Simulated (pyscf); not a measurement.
Structures and frequencies: ωB97X-D3(BJ)/def2-SVP in PySCF.

Q: For the elementary gas-phase step `[OH][P]([OH])[O][PH2]` + `[H][H]` → `[OH][P]([OH])[OH]` + `[PH3]` (singlet surface; O–P, H–H broken, H–O, H–P formed), what barrier and reaction energy does ωB97M-D3(BJ)/def2-TZVP give, measured from the separated reactants?

A: ΔE‡ = 62.6 kcal/mol, ΔE = -7.1 kcal/mol. Zero-point energy shifts the barrier by +1.7 kcal/mol. It is a four-centre exchange, with an imaginary mode of 1627i cm⁻¹. On the product side the descent ends in a complex (not fully relaxed), 4.7 kcal/mol under the separated species and 74.5 kcal/mol under the saddle at ωB97X-D3(BJ)/def2-TZVP. One saddle was located; it need not be the lowest between these sides.
